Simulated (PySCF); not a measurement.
Compound: C5H9N.
Atom-mapped SMILES: `[NH:1]=[C:2]1[CH2:3][CH2:4][CH2:5][CH2:6]1` (hydrogens: H7 on N1; H8, H9 on C3; H10, H11 on C4; H12, H13 on C5; H14, H15 on C6)

The same species was optimised twice, with GFN2-xTB and with PBE0-D3(BJ)/def2-SVP (PySCF), and the same property calculations (PySCF, gas phase) were run on both structures.

```tsv
coordinate	GFN2-xTB	PBE0-D3(BJ)/def2-SVP	change
N1=C2 (Å)	1.255	1.267	+0.012
C2–C6 (Å)	1.503	1.515	+0.012
C2–C3 (Å)	1.513	1.522	+0.009
C4–C5 (Å)	1.530	1.532	+0.002
C3–C4 (Å)	1.528	1.529	+0.001
C5–C6 (Å)	1.528	1.528	0.000
N1–C2–C6 (°)	122.1	122.9	+0.8
C3–C2–C6 (°)	108.8	108.2	-0.6
N1–C2–C3 (°)	129.1	128.9	-0.2
C3–C4–C5 (°)	103.5	103.3	-0.2
C4–C5–C6 (°)	103.5	103.4	-0.1
C2–C6–C5 (°)	104.7	104.8	+0.1
C2–C3–C4 (°)	104.7	104.7	0.0
```

Rotational constants: A = 6680, B = 3369, C = 2423 MHz (GFN2-xTB) against A = 6624, B = 3336, C = 2404 MHz (PBE0-D3(BJ)/def2-SVP). Atoms that the bonding makes alike are paired by their places after alignment.

On the GFN2-xTB structure: lowest singlet, TDDFT (eV) 5.18 [CAM-B3LYP/def2-SVPD]; lowest triplet, Tamm–Dancoff (eV) 4.49 [CAM-B3LYP/def2-SVPD]; isotropic polarisability (au) 63.6 [CAM-B3LYP/def2-SVPD]; HOMO (eV) -8.48 [CAM-B3LYP/def2-SVPD]; LUMO (eV) 1.11 [CAM-B3LYP/def2-SVPD]; dipole (D) 2.50 [CAM-B3LYP/def2-SVPD]; HOMO (eV) -6.99 [PBE0/pcSseg-1]; LUMO (eV) 0.12 [PBE0/pcSseg-1]; dipole (D) 2.33 [PBE0/pcSseg-1]; GIAO shielding of N1 (ppm) -71.0 [PBE0/pcSseg-1]; GIAO shielding of C2 (ppm) -4.4 [PBE0/pcSseg-1]; GIAO shielding of C3 (ppm) 147.9 [PBE0/pcSseg-1]; GIAO shielding of C4 (ppm) 158.1 [PBE0/pcSseg-1]; GIAO shielding of C5 (ppm) 158.0 [PBE0/pcSseg-1]; GIAO shielding of C6 (ppm) 148.0 [PBE0/pcSseg-1].

What do these properties become on the PBE0-D3(BJ)/def2-SVP structure?

```csv
property,level,on GFN2-xTB,on PBE0-D3(BJ)/def2-SVP,change
"lowest singlet, TDDFT (eV)",CAM-B3LYP/def2-SVPD,5.18,5.32,+0.14
"lowest triplet, Tamm–Dancoff (eV)",CAM-B3LYP/def2-SVPD,4.49,4.61,+0.12
isotropic polarisability (au),CAM-B3LYP/def2-SVPD,63.6,64.5,+0.9
HOMO (eV),CAM-B3LYP/def2-SVPD,-8.48,-8.67,-0.19
LUMO (eV),CAM-B3LYP/def2-SVPD,1.11,1.04,-0.07
dipole (D),CAM-B3LYP/def2-SVPD,2.50,2.64,+0.14
"energy, GFN2-xTB geometry as zero (kcal/mol)",CAM-B3LYP/def2-SVPD,0.0,-0.6,-0.6
HOMO (eV),PBE0/pcSseg-1,-6.99,-7.19,-0.20
LUMO (eV),PBE0/pcSseg-1,0.12,0.04,-0.08
dipole (D),PBE0/pcSseg-1,2.33,2.47,+0.14
"energy, GFN2-xTB geometry as zero (kcal/mol)",PBE0/pcSseg-1,0.0,-0.7,-0.7
GIAO shielding of N1 (ppm),PBE0/pcSseg-1,-71.0,-71.0,0.0
GIAO shielding of C2 (ppm),PBE0/pcSseg-1,-4.4,-9.1,-4.7
GIAO shielding of C3 (ppm),PBE0/pcSseg-1,147.9,145.1,-2.8
GIAO shielding of C4 (ppm),PBE0/pcSseg-1,158.1,156.4,-1.7
GIAO shielding of C5 (ppm),PBE0/pcSseg-1,158.0,156.1,-1.9
GIAO shielding of C6 (ppm),PBE0/pcSseg-1,148.0,146.7,-1.3
```

The heavy atoms differ by 0.012 Å rms after alignment. Among bonds between heavy atoms N1=C2 and C2–C6 change most and about equally (+0.012 Å). Changes are differences of the printed values. Neither structure is proved a minimum here.
